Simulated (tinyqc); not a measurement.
Inside a calculation (part 1 of 2). Method: MP2 on RHF in the sto-3g basis, frozen core, for H3O+, spin multiplicity 1. Computed by tinyqc, a small Python program that keeps every step (integrals from PySCF). Settings: charge = 1, multiplicity = 1, basis = sto-3g, method = RHF, frozen orbitals = 1, energy threshold = 1e-10, iteration cap = 81, orthogonalisation = symmetric, start = atomic densities, DIIS depth = 6. Command: `OMP_NUM_THREADS=1 python tinyqc.py 25627 25628 out.jsonl` (the two numbers bound the seeds that draw the settings). One thread of a shared host (Intel(R) Xeon(R) Processor @ 2.60GHz), about 0.2 s of CPU time with the checks. Later iterations appear only in the table of the cycle.

## One-electron integrals

Geometry (angstrom):
```
atom          x          y         z
O      0.000000   0.000000  0.171000
H      1.067000   0.000000  0.000000
H     -0.534000   0.924000  0.000000
H     -0.534000  -0.924000  0.000000
```

Basis sto-3g: exponents (1/bohr^2) and contraction coefficients of normalised primitives:
```
element  l (shell)    exponent  coefficient
O            s (1)  130.709320     0.154329
O            s (1)   23.808861     0.535328
O            s (1)    6.443608     0.444635
O            s (2)    5.033151    -0.099967
O            s (2)    1.169596     0.399513
O            s (2)    0.380389     0.700115
O            p (3)    5.033151     0.155916
O            p (3)    1.169596     0.607684
O            p (3)    0.380389     0.391957
H            s (1)    3.425251     0.154329
H            s (1)    0.623914     0.535328
H            s (1)    0.168855     0.444635
```

Overlap, kinetic and nuclear-attraction integrals over the contracted functions; the nuclear repulsion is the sum of Za Zb / Rab.

nuclear repulsion = 12.61020600 hartree

overlap S, lower triangle:
```
           1O 1s     1O 2s     1O 2px     1O 2py     1O 2pz     2H 1s     3H 1s     4H 1s
1O 1s   1.000000
1O 2s   0.236704  1.000000
1O 2px  0.000000  0.000000   1.000000
1O 2py  0.000000  0.000000   0.000000   1.000000
1O 2pz  0.000000  0.000000   0.000000   0.000000   1.000000
2H 1s   0.040221  0.397547   0.343675   0.000000  -0.055078  1.000000
3H 1s   0.040201  0.397425  -0.171927   0.297492  -0.055055  0.152098  1.000000
4H 1s   0.040201  0.397425  -0.171927  -0.297492  -0.055055  0.152098  0.152219  1.000000
```

kinetic energy T (hartree), lower triangle:
```
            1O 1s     1O 2s     1O 2px     1O 2py     1O 2pz      2H 1s      3H 1s     4H 1s
1O 1s   29.003200
1O 2s   -0.168011  0.808128
1O 2px   0.000000  0.000000   2.528731
1O 2py   0.000000  0.000000   0.000000   2.528731
1O 2pz   0.000000  0.000000   0.000000   0.000000   2.528731
2H 1s   -0.008047  0.077231   0.195927   0.000000  -0.031400   0.760032
3H 1s   -0.008051  0.077158  -0.097974   0.169528  -0.031374  -0.007455   0.760032
4H 1s   -0.008051  0.077158  -0.097974  -0.169528  -0.031374  -0.007455  -0.007443  0.760032
```

nuclear attraction V (hartree), lower triangle:
```
             1O 1s       1O 2s      1O 2px      1O 2py      1O 2pz      2H 1s      3H 1s      4H 1s
1O 1s   -62.087369
1O 2s    -7.530777  -10.512150
1O 2px    0.000004    0.000060  -10.482005
1O 2py    0.000000    0.000000    0.000000  -10.481827
1O 2pz    0.005780    0.070378   -0.000001    0.000000  -10.351579
2H 1s    -1.310463   -3.234568   -2.475932    0.000000    0.414203  -5.628623
3H 1s    -1.309816   -3.233419    1.238568   -2.143074    0.414009  -0.975787  -5.628045
4H 1s    -1.309816   -3.233419    1.238568    2.143074    0.414009  -0.975787  -0.976374  -5.628045
```

core Hamiltonian H = T + V (hartree), lower triangle:
```
             1O 1s      1O 2s     1O 2px     1O 2py     1O 2pz      2H 1s      3H 1s      4H 1s
1O 1s   -33.084169
1O 2s    -7.698788  -9.704022
1O 2px    0.000004   0.000060  -7.953274
1O 2py    0.000000   0.000000   0.000000  -7.953096
1O 2pz    0.005780   0.070378  -0.000001   0.000000  -7.822848
2H 1s    -1.318509  -3.157337  -2.280005   0.000000   0.382803  -4.868591
3H 1s    -1.317867  -3.156261   1.140594  -1.973546   0.382636  -0.983242  -4.868014
4H 1s    -1.317867  -3.156261   1.140594   1.973546   0.382636  -0.983242  -0.983816  -4.868014
```

## Two-electron integrals

Functions are numbered as in S; the eight-fold symmetry (ij|kl) = (ji|kl) = (kl|ij) leaves the list below.

Two-electron integrals (ij|kl) in chemists' order, unique and non-zero (hartree):
```
(11|11) 4.785065    (21|11) 0.741380    (21|21) 0.136873    (22|11) 1.118947
(22|21) 0.256633    (22|22) 0.817206    (31|31) 0.024477    (32|31) 0.037809
(32|32) 0.180518    (33|11) 1.115814    (33|21) 0.256684    (33|22) 0.817023
(33|33) 0.880159    (41|41) 0.024477    (42|41) 0.037809    (42|42) 0.180518
(43|43) 0.047444    (44|11) 1.115814    (44|21) 0.256684    (44|22) 0.817023
(44|33) 0.785270    (44|44) 0.880159    (51|51) 0.024477    (52|51) 0.037809
(52|52) 0.180518    (53|53) 0.047444    (54|54) 0.047444    (55|11) 1.115814
(55|21) 0.256684    (55|22) 0.817023    (55|33) 0.785270    (55|44) 0.785270
(55|55) 0.880159    (61|11) 0.127592    (61|21) 0.023370    (61|22) 0.043581
(61|31) 0.001062    (61|32) 0.001996    (61|33) 0.043751    (61|44) 0.043495
(61|51) -0.000170   (61|52) -0.000320   (61|53) -0.000041   (61|55) 0.043502
(61|61) 0.004042    (62|11) 0.324545    (62|21) 0.075431    (62|22) 0.267654
(62|31) 0.005603    (62|32) 0.043614    (62|33) 0.276366    (62|44) 0.262995
(62|51) -0.000898   (62|52) -0.006990   (62|53) -0.002143   (62|55) 0.263339
(62|61) 0.013147    (62|62) 0.110457    (63|11) 0.236729    (63|21) 0.055710
(63|22) 0.211045    (63|31) 0.011332    (63|32) 0.077946    (63|33) 0.229498
(63|44) 0.201569    (63|51) -0.000579   (63|52) -0.005190   (63|53) -0.003041
(63|55) 0.201826    (63|61) 0.010119    (63|62) 0.105824    (63|63) 0.115579
(64|41) 0.007719    (64|42) 0.045564    (64|43) 0.008954    (64|54) -0.001435
(64|64) 0.015369    (65|11) -0.037939   (65|21) -0.008928   (65|22) -0.033823
(65|31) -0.000579   (65|32) -0.005190   (65|33) -0.033910   (65|44) -0.032304
(65|51) 0.007812    (65|52) 0.046396    (65|53) 0.009211    (65|55) -0.035215
(65|61) -0.001622   (65|62) -0.016960   (65|63) -0.016060   (65|65) 0.017943
(66|11) 0.478330    (66|21) 0.112970    (66|22) 0.460927    (66|31) 0.010443
(66|32) 0.113457    (66|33) 0.495556    (66|44) 0.442644    (66|51) -0.001674
(66|52) -0.018183   (66|53) -0.008480   (66|55) 0.444003    (66|61) 0.019842
(66|62) 0.244308    (66|63) 0.267091    (66|65) -0.042805   (66|66) 0.774606
(71|11) 0.127529    (71|21) 0.023359    (71|22) 0.043559    (71|31) -0.000531
(71|32) -0.000998   (71|33) 0.043538    (71|41) 0.000919    (71|42) 0.001728
(71|43) -0.000111   (71|44) 0.043666    (71|51) -0.000170   (71|52) -0.000320
(71|53) 0.000021    (71|54) -0.000036   (71|55) 0.043480    (71|61) 0.003967
(71|62) 0.012656    (71|63) 0.009150    (71|64) 0.000348    (71|65) -0.001563
(71|66) 0.018897    (71|71) 0.004038    (72|11) 0.324425    (72|21) 0.075403
(72|22) 0.267560    (72|31) -0.002802   (72|32) -0.021816   (72|33) 0.266250
(72|41) 0.004849    (72|42) 0.037750    (72|43) -0.005791   (72|44) 0.272923
(72|51) -0.000897   (72|52) -0.006986   (72|53) 0.001072    (72|54) -0.001854
(72|55) 0.263246    (72|61) 0.012658    (72|62) 0.085750    (72|63) 0.062948
(72|64) 0.009603    (72|65) -0.012755   (72|66) 0.151123    (72|71) 0.013135
(72|72) 0.110385    (73|11) -0.118417   (73|21) -0.027867   (73|22) -0.105571
(73|31) 0.008620    (73|32) 0.053652    (73|33) -0.111044   (73|41) -0.001565
(73|42) -0.014025   (73|43) 0.009922    (73|44) -0.104589   (73|51) 0.000290
(73|52) 0.002596    (73|53) -0.001836   (73|54) 0.000696    (73|55) -0.100960
(73|61) -0.004278   (73|62) -0.023186   (73|63) -0.006127   (73|64) -0.002008
(73|65) 0.003368    (73|66) -0.031359   (73|71) -0.005059   (73|72) -0.052921
(73|73) 0.040435    (74|11) 0.204901    (74|21) 0.048220    (74|22) 0.182674
(74|31) -0.001565   (74|32) -0.014025   (74|33) 0.176644    (74|41) 0.010423
(74|42) 0.069814    (74|43) -0.008237   (74|44) 0.196474    (74|51) -0.000501
(74|52) -0.004491   (74|53) 0.000696    (74|54) -0.002638   (74|55) 0.174695
(74|61) 0.008098    (74|62) 0.059311    (74|63) 0.043226    (74|64) 0.017695
(74|65) -0.008672   (74|66) 0.106066    (74|71) 0.008754    (74|72) 0.091571
(74|73) -0.043392   (74|74) 0.090440    (75|11) -0.037920   (75|21) -0.008924
(75|22) -0.033806   (75|31) 0.000290    (75|32) 0.002596    (75|33) -0.032691
(75|41) -0.000501   (75|42) -0.004491   (75|43) 0.000696    (75|44) -0.033492
(75|51) 0.007808    (75|52) 0.046377    (75|53) -0.004607   (75|54) 0.007972
(75|55) -0.035198   (75|61) -0.001563   (75|62) -0.012754   (75|63) -0.009192
(75|64) -0.001423   (75|65) 0.013280    (75|66) -0.024427   (75|71) -0.001620
(75|72) -0.016946   (75|73) 0.008030    (75|74) -0.013895   (75|75) 0.017929
(76|11) 0.093614    (76|21) 0.021931    (76|22) 0.083728    (76|31) 0.000656
(76|32) 0.005974    (76|33) 0.084207    (76|41) 0.001138    (76|42) 0.010354
(76|43) 0.000336    (76|44) 0.084596    (76|51) -0.000421   (76|52) -0.003833
(76|53) -0.000446   (76|54) -0.000773   (76|55) 0.082291    (76|61) 0.003767
(76|62) 0.033167    (76|63) 0.029731    (76|64) 0.003492    (76|65) -0.005734
(76|66) 0.074138    (76|71) 0.003766    (76|72) 0.033157    (76|73) -0.011852
(76|74) 0.027483    (76|75) -0.005732   (76|76) 0.012241    (77|11) 0.478249
(77|21) 0.112951    (77|22) 0.460861    (77|31) -0.005224   (77|32) -0.056760
(77|33) 0.455826    (77|41) 0.009040    (77|42) 0.098213    (77|43) -0.022918
(77|44) 0.482237    (77|51) -0.001673   (77|52) -0.018176   (77|53) 0.004241
(77|54) -0.007339   (77|55) 0.443940    (77|61) 0.018903    (77|62) 0.151155
(77|63) 0.107539    (77|64) 0.025927    (77|65) -0.024434   (77|66) 0.284588
(77|71) 0.019829    (77|72) 0.244213    (77|73) -0.133602   (77|74) 0.231177
(77|75) -0.042783   (77|76) 0.074138    (77|77) 0.774606    (81|11) 0.127529
(81|21) 0.023359    (81|22) 0.043559    (81|31) -0.000531   (81|32) -0.000998
(81|33) 0.043538    (81|41) -0.000919   (81|42) -0.001728   (81|43) 0.000111
(81|44) 0.043666    (81|51) -0.000170   (81|52) -0.000320   (81|53) 0.000021
(81|54) 0.000036    (81|55) 0.043480    (81|61) 0.003967    (81|62) 0.012656
(81|63) 0.009150    (81|64) -0.000348   (81|65) -0.001563   (81|66) 0.018897
(81|71) 0.003965    (81|72) 0.012652    (81|73) -0.004878   (81|74) 0.007746
(81|75) -0.001562   (81|76) 0.003655    (81|77) 0.018894    (81|81) 0.004038
(82|11) 0.324425    (82|21) 0.075403    (82|22) 0.267560    (82|31) -0.002802
(82|32) -0.021816   (82|33) 0.266250    (82|41) -0.004849   (82|42) -0.037750
(82|43) 0.005791    (82|44) 0.272923    (82|51) -0.000897   (82|52) -0.006986
(82|53) 0.001072    (82|54) 0.001854    (82|55) 0.263246    (82|61) 0.012658
(82|62) 0.085750    (82|63) 0.062948    (82|64) -0.009603   (82|65) -0.012755
(82|66) 0.151123    (82|71) 0.012652    (82|72) 0.085732    (82|73) -0.039819
(82|74) 0.049696    (82|75) -0.012751   (82|76) 0.026460    (82|77) 0.151139
(82|81) 0.013135    (82|82) 0.110385    (83|11) -0.118417   (83|21) -0.027867
(83|22) -0.105571   (83|31) 0.008620    (83|32) 0.053652    (83|33) -0.111044
(83|41) 0.001565    (83|42) 0.014025    (83|43) -0.009922   (83|44) -0.104589
(83|51) 0.000290    (83|52) 0.002596    (83|53) -0.001836   (83|54) -0.000696
(83|55) -0.100960   (83|61) -0.004278   (83|62) -0.023186   (83|63) -0.006127
(83|64) 0.002008    (83|65) 0.003368    (83|66) -0.031359   (83|71) -0.004878
(83|72) -0.039819   (83|73) 0.029624    (83|74) -0.022630   (83|75) 0.005833
(83|76) -0.009253   (83|77) -0.076289   (83|81) -0.005059   (83|82) -0.052921
(83|83) 0.040435    (84|11) -0.204901   (84|21) -0.048220   (84|22) -0.182674
(84|31) 0.001565    (84|32) 0.014025    (84|33) -0.176644   (84|41) 0.010423
(84|42) 0.069814    (84|43) -0.008237   (84|44) -0.196474   (84|51) 0.000501
(84|52) 0.004491    (84|53) -0.000696   (84|54) -0.002638   (84|55) -0.174695
(84|61) -0.008098   (84|62) -0.059311   (84|63) -0.043226   (84|64) 0.017695
(84|65) 0.008672    (84|66) -0.106066   (84|71) -0.007746   (84|72) -0.049696
(84|73) 0.022630    (84|74) -0.017994   (84|75) 0.007247    (84|76) -0.016006
(84|77) -0.080147   (84|81) -0.008754   (84|82) -0.091571   (84|83) 0.043392
(84|84) 0.090440    (85|11) -0.037920   (85|21) -0.008924   (85|22) -0.033806
(85|31) 0.000290    (85|32) 0.002596    (85|33) -0.032691   (85|41) 0.000501
(85|42) 0.004491    (85|43) -0.000696   (85|44) -0.033492   (85|51) 0.007808
(85|52) 0.046377    (85|53) -0.004607   (85|54) -0.007972   (85|55) -0.035198
(85|61) -0.001563   (85|62) -0.012754   (85|63) -0.009192   (85|64) 0.001423
(85|65) 0.013280    (85|66) -0.024427   (85|71) -0.001562   (85|72) -0.012751
(85|73) 0.005833    (85|74) -0.007247   (85|75) 0.013277    (85|76) -0.004419
(85|77) -0.024430   (85|81) -0.001620   (85|82) -0.016946   (85|83) 0.008030
(85|84) 0.013895    (85|85) 0.017929    (86|11) 0.093614    (86|21) 0.021931
(86|22) 0.083728    (86|31) 0.000656    (86|32) 0.005974    (86|33) 0.084207
(86|41) -0.001138   (86|42) -0.010354   (86|43) -0.000336   (86|44) 0.084596
(86|51) -0.000421   (86|52) -0.003833   (86|53) -0.000446   (86|54) 0.000773
(86|55) 0.082291    (86|61) 0.003767    (86|62) 0.033167    (86|63) 0.029731
(86|64) -0.003492   (86|65) -0.005734   (86|66) 0.074138    (86|71) 0.003655
(86|72) 0.026460    (86|73) -0.009253   (86|74) 0.016006    (86|75) -0.004419
(86|76) 0.009877    (86|77) 0.047809    (86|81) 0.003766    (86|82) 0.033157
(86|83) -0.011852   (86|84) -0.027483   (86|85) -0.005732   (86|86) 0.012241
(87|11) 0.093663    (87|21) 0.021943    (87|22) 0.083779    (87|31) -0.001315
(87|32) -0.011973   (87|33) 0.084845    (87|44) 0.084061    (87|51) -0.000421
(87|52) -0.003834   (87|53) 0.000894    (87|55) 0.082339    (87|61) 0.003658
(87|62) 0.026483    (87|63) 0.018500    (87|65) -0.004423   (87|66) 0.047837
(87|71) 0.003768    (87|72) 0.033183    (87|73) -0.017914   (87|74) 0.024010
(87|75) -0.005736   (87|76) 0.009884    (87|77) 0.074208    (87|81) 0.003768
(87|82) 0.033183    (87|83) -0.017914   (87|84) -0.024010   (87|85) -0.005736
(87|86) 0.009884    (87|87) 0.012262    (88|11) 0.478249    (88|21) 0.112951
(88|22) 0.460861    (88|31) -0.005224   (88|32) -0.056760   (88|33) 0.455826
(88|41) -0.009040   (88|42) -0.098213   (88|43) 0.022918    (88|44) 0.482237
(88|51) -0.001673   (88|52) -0.018176   (88|53) 0.004241    (88|54) 0.007339
(88|55) 0.443940    (88|61) 0.018903    (88|62) 0.151155    (88|63) 0.107539
(88|64) -0.025927   (88|65) -0.024434   (88|66) 0.284588    (88|71) 0.018894
(88|72) 0.151139    (88|73) -0.076289   (88|74) 0.080147    (88|75) -0.024430
(88|76) 0.047809    (88|77) 0.284663    (88|81) 0.019829    (88|82) 0.244213
(88|83) -0.133602   (88|84) -0.231177   (88|85) -0.042783   (88|86) 0.074138
(88|87) 0.074208    (88|88) 0.774606
```

## Orthogonalisation

S = U s U^T; symmetric (Loewdin) form X = U s^(-1/2) U^T, so that X^T S X = 1.

eigenvalues of S: 0.406421  0.496174  0.496344  0.963264  1.025714  1.351437  1.351769  1.908878

X, lower triangle:
```
            1O 1s      1O 2s     1O 2px     1O 2py    1O 2pz      2H 1s      3H 1s     4H 1s
1O 1s    1.024490
1O 2s   -0.144110   1.230760
1O 2px   0.000001   0.000003   1.090155
1O 2py   0.000000   0.000000   0.000000   1.090035
1O 2pz   0.002889  -0.028283  -0.000001   0.000000  1.003831
2H 1s    0.018557  -0.221452  -0.224780   0.000000  0.030108   1.139648
3H 1s    0.018551  -0.221331   0.112422  -0.194552  0.030088  -0.049993   1.139558
4H 1s    0.018551  -0.221331   0.112422   0.194552  0.030088  -0.049993  -0.050024  1.139558
```

## Starting guess

The start is atomic minimal-basis densities projected into this basis (PySCF's MINAO start) and scaled to the electron count of each spin; this density is not idempotent, so its energy is not variational and may lie below the converged one.

D at the start, lower triangle:
```
            1O 1s     1O 2s     1O 2px     1O 2py     1O 2pz     2H 1s     3H 1s     4H 1s
1O 1s    1.944376
1O 2s   -0.438568  1.871909
1O 2px  -0.000004  0.000018   1.051487
1O 2py   0.000000  0.000000   0.000000   1.051634
1O 2pz  -0.005289  0.027093  -0.000002   0.000000   1.181591
2H 1s   -0.013475  0.040868   0.127494   0.000000  -0.013598  0.902282
3H 1s   -0.013470  0.040860  -0.063776   0.110398  -0.013593  0.041880  0.902271
4H 1s   -0.013470  0.040860  -0.063776  -0.110398  -0.013593  0.041880  0.041934  0.902271
```

## Iteration 1: building the Fock matrix

J_ij = sum D_kl (ij|kl), K_ij = sum D_kl (ik|jl); F = H + J - 0.5 K; E = tr D H + tr D J / 2 - 0.25 tr D K + E_nn.

Coulomb J (hartree), lower triangle:
```
            1O 1s      1O 2s     1O 2px     1O 2py     1O 2pz     2H 1s     3H 1s     4H 1s
1O 1s   15.984907
1O 2s    3.016200   7.658810
1O 2px  -0.000004  -0.000058   7.674011
1O 2py   0.000000   0.000000   0.000000   7.673930
1O 2pz  -0.004131  -0.050227   0.000003   0.000000   7.605997
2H 1s    0.515447   2.527089   2.008789   0.000000  -0.335438  4.601463
3H 1s    0.515195   2.526237  -1.004907   1.738776  -0.335287  0.801247  4.601030
4H 1s    0.515195   2.526237  -1.004907  -1.738776  -0.335287  0.801247  0.801763  4.601030
```

exchange K (hartree), lower triangle:
```
            1O 1s      1O 2s     1O 2px     1O 2py     1O 2pz     2H 1s     3H 1s     4H 1s
1O 1s    8.998467
1O 2s    1.537574   2.577568
1O 2px   0.000000  -0.000016   1.668264
1O 2py   0.000000   0.000000   0.000000   1.668115
1O 2pz  -0.004755  -0.043658   0.000000   0.000000   1.564652
2H 1s    0.293453   1.034909   0.635709   0.000000  -0.116898  1.183529
3H 1s    0.293317   1.034605  -0.318043   0.550258  -0.116855  0.358970  1.183306
4H 1s    0.293317   1.034605  -0.318043  -0.550258  -0.116855  0.358970  0.359157  1.183306
```

Fock matrix F (hartree), lower triangle:
```
             1O 1s      1O 2s     1O 2px     1O 2py     1O 2pz      2H 1s      3H 1s      4H 1s
1O 1s   -21.598495
1O 2s    -5.451375  -3.333996
1O 2px    0.000001   0.000010  -1.113394
1O 2py    0.000000   0.000000   0.000000  -1.113223
1O 2pz    0.004026   0.041981   0.000001   0.000000  -0.999176
2H 1s    -0.949788  -1.147702  -0.589070   0.000000   0.105815  -0.858893
3H 1s    -0.949331  -1.147326   0.294709  -0.509899   0.105776  -0.361480  -0.858637
4H 1s    -0.949331  -1.147326   0.294709   0.509899   0.105776  -0.361480  -0.361632  -0.858637
```

total energy of this density = -71.20342932 hartree

This density is the starting one; it is not idempotent, so its energy is not variational and may lie below the converged one.
